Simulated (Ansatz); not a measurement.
The input, for Ansatz 0.2.0:

```yaml
crystal:
  periodic: [false, false, false]
  atoms:
    - {symbol: C, position_ang: [-0.143436, 0.000000, 0.000000]}
    - {symbol: H, position_ang: [-0.506642, 1.027301, 0.000000]}
    - {symbol: H, position_ang: [-0.506642, -0.513650, 0.889668]}
    - {symbol: H, position_ang: [-0.506642, -0.513650, -0.889669]}
    - {symbol: H, position_ang: [1.020564, 0.000000, 0.000000]}
    - {symbol: H, position_ang: [2.208564, 0.000000, 0.000000]}
basis:
  gaussian: {orbitals: STO-3G}
magnetization: {spin_polarized: false, initial_magnetization: 1}
hamiltonian: {xc: hf}
output: {orbitals: {seedname: orbitals}}
```

```sh
$ ansatz run in.yaml --threads 1 --pin off --events-out ev --progress --plain --max-ram 2393MiB
```

(1) Roughly how long does this take on 1 thread of Intel Xeon 6975P-C, shared host, and how much host memory?

```
129 factors; integrals over basis functions are off by at most 9.2e-6 eV
mean field evaluation 1: about -1092.1605 eV, gradient 7.3e0 eV
mean field evaluation 2: about -1092.2115 eV, gradient 7.2e0 eV
mean field evaluation 4: about -1092.9525 eV, gradient 1.0e0 eV
mean field evaluation 8: about -1092.9668 eV, gradient 3.3e-4 eV
mean field -1092.96677136 eV, -40.1657880079 hartree, gradient 1.0e-5 eV, S^2 0.750000; 0 other end points of the search recorded, 0 dependent functions left out
reference -1092.96677136 eV, -40.1657880079 hartree; 6, 5 occupied and 4, 5 virtual orbitals, 129 factors
Total energy: -1092.96677136 eV, -40.1657880079 hartree
```

## Answers

(1) 0.06 s wall and 0.13 GiB.
